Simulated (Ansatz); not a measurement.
Input file:

```yaml
crystal:
  periodic: [false, false, false]
  atoms:
    - {symbol: Si, position_ang: [0.000000, 0.000000, 0.000000]}
    - {symbol: B, position_ang: [0.000000, 0.000000, 2.370000]}
basis:
  gaussian: {orbitals: cc-pVDZ}
magnetization: {spin_polarized: true, initial_magnetization: 1}
correlation: {method: ccsdt_q, electrons: outside_noble_gas}
```

```sh
$ ansatz run in.yaml --threads 1 --pin off --events-out ev --progress --plain --max-ram 2393MiB
```

Output:

```
573 factors; integrals over basis functions are off by at most 1.9e-7 eV
mean field evaluation 1: about -8526.7440 eV, gradient 5.2e0 eV
mean field evaluation 2: about -8526.7837 eV, gradient 5.3e0 eV
mean field evaluation 4: about -8527.3382 eV, gradient 1.6e0 eV
mean field evaluation 8: about -8527.4251 eV, gradient 3.4e-1 eV
mean field evaluation 16: about -8527.7286 eV, gradient 1.8e0 eV
mean field evaluation 32: about -8528.3347 eV, gradient 8.0e-1 eV
mean field evaluation 64: about -8527.6648 eV, gradient 1.5e0 eV
mean field evaluation 96: about -8528.3817 eV, gradient 3.9e-1 eV
mean field evaluation 128: about -8528.3750 eV, gradient 4.3e-2 eV
mean field evaluation 160: about -8528.3795 eV, gradient 1.4e-1 eV
...
cycle  48  -4.58123870 eV  change   -2.2e-7 eV  update   4.4e-7
cycle   1  -4.58123866 eV  update   5.9e-7
cycle   2  -4.58123892 eV  change   -2.6e-7 eV  update   5.0e-7
cycle   3  -4.58123954 eV  change   -6.2e-7 eV  update   4.7e-7
cycle   4  -4.58124069 eV  change   -1.2e-6 eV  update   3.7e-7
cycle   5  -4.58124146 eV  change   -7.7e-7 eV  update   2.7e-7
cycle   6  -4.58124192 eV  change   -4.6e-7 eV  update   1.9e-7
cycle   7  -4.58124208 eV  change   -1.6e-7 eV  update   1.3e-7
cycle   8  -4.58124235 eV  change   -2.7e-7 eV  update   9.4e-8
cycle   9  -4.58124251 eV  change   -1.6e-7 eV  update   6.6e-8
perturbative correction -0.19900811 eV, -0.0073134131 hartree
WARN: the results are in doubt because among natural orbitals full CI differs from the method by +0.863 eV
Total energy: -8533.15387224 eV, -313.5876208255 hartree
In doubt: among natural orbitals full CI differs from the method by +0.863 eV
```

Ran on 1 thread of Arm Neoverse V1, shared host: 25 s wall, 0.12 GiB peak host memory.
